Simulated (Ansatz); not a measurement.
The cluster Li₂Al. Charge 0, multiplicity 2. Geometry PBE-D4/def2-TZVP, that of the charge +1 singlet; atoms count from 1.

Cartesian coordinates in Å:
```
Al 0.000 0.000 0.000
Li -0.059 -1.742 2.164
Li 0.059 1.742 -2.164
```

The structure comes from a short search, and lower isomers may exist.

(1) Estimate the Mulliken populations from the PBE0/def2-TZVP orbitals of Ansatz.

(2) Where does the spin sit?

(3) And the Mayer bond orders between heavy atoms (over 0.3)?

## Answers

(1) 
| atom | charge (e) | spin (α − β) |
| --- | --- | --- |
| Al1 | -0.68 | 0.88 |
| Li2 | 0.34 | 0.06 |
| Li3 | 0.34 | 0.06 |
Mulliken values depend strongly on the basis.

(2) Summed by element: Al 0.88, Li 0.12, of 1 unpaired in all. Largest on single atoms: Al1 0.88, Li2 0.06, Li3 0.06.

(3) Al1–Li2 0.81 (2.78 Å); Al1–Li3 0.81 (2.78 Å).
